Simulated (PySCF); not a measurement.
## Gas-phase XPS of `C=C/C=C\CF`, computed

Compound: C5H7F.
SMILES with atom numbers: `[CH2:1]=[CH:2]/[CH:3]=[CH:4]\[CH2:5][F:6]`

Method: delta-SCF UKS SCAN, pcX-2 on the ionised atom, pcseg-1 elsewhere, spin-free X2C (PySCF 2.14.0). These are vertical core ionisation energies against the vacuum level, from separate self-consistent calculations with and without the core hole.

Q: What binding energy does each computed site have?

A: 
```tsv
atom(s)	bonded to	level	binding energy (eV)	above the level's lowest (eV)	count
C1	C (double bond) and 2 H	C 1s	290.04	0.00	1
C2	C (double bond), C and H	C 1s	290.82	+0.78	1
C3	C (double bond), C and H	C 1s	290.58	+0.54	1
C4	C (double bond), C and H	C 1s	290.26	+0.22	1
C5	F, C and 2 H	C 1s	293.16	+3.12	1
F6	C	F 1s	692.39	0.00	1
```

Lowest listed C 1s: C1, bonded to C (double bond) and 2 H. Highest, 3.12 eV above it: C5, bonded to F, C and 2 H.

Q: Which effective nuclear charge Zeff reproduces each element's mean 1s value in the hydrogen-like formula E = 13.606 eV × Zeff²?

A: C (Z = 6): mean 291.0 eV, Zeff = 4.62, Z − Zeff = 1.38; F (Z = 9): mean 692.4 eV, Zeff = 7.13, Z − Zeff = 1.87. Means run over the listed sites, weighted by atom count.

Q: What is the longest wavelength that can ionise C 1s of C1 vertically?

A: λ = hc/E = 12398.42 eV Å / 290.04 eV = 42.747 Å.

The unrestricted hole states depart most from a pure doublet (⟨S²⟩ = 0.75; over 0.85 named) for C 1s of C2 (0.89) and C 1s of C3 (0.85), which makes these values less certain. One conformer (not necessarily the lowest) at the GFN2-xTB geometry, without solvent, vibrations or thermal averaging.

Conformer computed: `[CH2:1]=[CH:2]/[CH:3]=[CH:4]\[CH2:5][F:6]`: C1–C2–C3–C4 180°, C3–C4–C5–F6 -179°.
